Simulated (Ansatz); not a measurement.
# CH₂Li₂ (SMILES [Li][CH2][Li]): functionals against CCSD(T) at one geometry

One table from this session's results is given with a row withheld; the runs are named, their logs left out.

Method: single points in def2-TZVPP; program: Ansatz 0.2.0, Gaussian basis.

Cores are frozen in the correlated methods. The outer core shell of Li, Na, Mg and K is correlated. B3LYP uses VWN-RPA correlation.

### The starting structure

5 atoms, charge 0, spin multiplicity 1.

Atoms are counted from 1 here; the program's logs count them from 0.

Bond lengths: Li1–C2 1.885 Å, C2–Li3 1.863 Å, C2–H4 1.109 Å, C2–H5 1.102 Å. Angles: Li1–C2–Li3 102.0°, Li1–C2–H4 113.0°, Li1–C2–H5 111.1°, Li3–C2–H4 113.3°, Li3–C2–H5 111.4°, H4–C2–H5 106.1°.

As a file:

```
Li   -0.7404   -1.0064    1.2248
C    -0.0799    0.1712   -0.0900
Li    1.6899   -0.3865   -0.2575
H    -0.1783    1.2386    0.1957
H    -0.6299    0.0572   -1.0384
```

Set-up of the first run:

Input file run/in.yaml:

```yaml
crystal:
  periodic: [false, false, false]
  atoms:
    - {symbol: Li, position_ang: [-0.740400, -1.006400, 1.224800]}
    - {symbol: C, position_ang: [-0.079900, 0.171200, -0.090000]}
    - {symbol: Li, position_ang: [1.689900, -0.386500, -0.257500]}
    - {symbol: H, position_ang: [-0.178300, 1.238600, 0.195700]}
    - {symbol: H, position_ang: [-0.629900, 0.057200, -1.038400]}
basis:
  gaussian: {orbitals: def2-TZVPP}
correlation: {method: ccsd_t}
output: {forces: true}
```

No record of the launch command was kept for these runs.

Steps of the session up to this table: CCSD(T)/def2-TZVPP; PBE0-D4/def2-TZVPP; wB97M-V/def2-TZVPP; r2SCAN-D4/def2-TZVPP; PBE-D4/def2-TZVPP; BHLYP-D4/def2-TZVPP; B3LYP-D4/def2-TZVPP.

One of the session's tables, all rows but one given; the rest of the session is left out.

| method | RMS force component (eV/Å) | angle to CCSD(T) forces (°) | dipole (D) |
| --- | --- | --- | --- |
| CCSD(T) | 0.357 | reference | 6.14 |
| PBE0-D4 | 0.284 | 5.0 | 6.25 |
| wB97M-V | 0.314 | 6.9 | 6.26 |
| r2SCAN-D4 | 0.302 | 4.6 | 6.28 |
| PBE-D4 | 0.282 | 16.4 | 5.89 |
| BHLYP-D4 | ? | ? | ? |
| B3LYP-D4 | 0.308 | 5.1 | 6.15 |

Q: Estimate the row for BHLYP-D4 from the others.

The run gave: RMS force component (eV/Å): 0.348; angle to CCSD(T) forces (°): 20.2; dipole (D): 6.45. In the column «RMS force component (eV/Å)» it lies between wB97M-V (0.314) and CCSD(T) (0.357).
